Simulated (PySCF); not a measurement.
Compound: pyrrole, C₄H₅N.
Numbering: `[cH:1]1[cH:2][cH:3][nH:4][cH:5]1` (hydrogens: H6 on C1; H7 on C2; H8 on C3; H9 on N4; H10 on C5)

Structure optimised with GFN2-xTB, isolated species.

Problem. List the bond lengths and angles at this level.

Solution. 
```json
{"bond": "C1–C2", "length (Å)": "1.409"}
{"bond": "C3–N4, N4–C5", "length (Å)": "1.359"}
{"bond": "C1–C5, C2–C3", "length (Å)": "1.367"}
{"bond": "C1–H6, C2–H7", "length (Å)": "1.072"}
{"bond": "C3–H8, C5–H10", "length (Å)": "1.072"}
{"bond": "N4–H9", "length (Å)": "1.006"}
```

Bonds in one row agree within 0.01 Å and their mean is given. A selection of angles:
```json
{"angle": "C2–C1–C5", "degrees": "107.2"}
{"angle": "C2–C1–H6", "degrees": "126.4"}
{"angle": "C5–C1–H6", "degrees": "126.4"}
{"angle": "C2–C3–N4", "degrees": "108.1"}
{"angle": "C2–C3–H8", "degrees": "130.4"}
{"angle": "N4–C3–H8", "degrees": "121.4"}
{"angle": "C3–N4–C5", "degrees": "109.4"}
{"angle": "C3–N4–H9", "degrees": "125.3"}
```

The 5 heavy atoms lie in one plane (0.000 Å rms). The C–C distances run from 1.367 Å (C1–C5, aromatic) to 1.409 Å (C1–C2, aromatic), a spread of 0.042 Å. The 5-membered ring C1–C2–C3–N4–C5 has internal angles of 107.2° to 109.4°; it is planar, 0.00 Å rms from its mean plane, widest ring torsion 0°. N4 (pyrrole-type nitrogen) is planar (angles 125.3°, 125.3° and 109.4°, sum 360.0°, 0.00 Å off the plane of its three neighbours).

Point group: C2v (tolerance 0.08 Å). Whether it is a minimum is left open (no frequencies).

All values are computed, not measured.
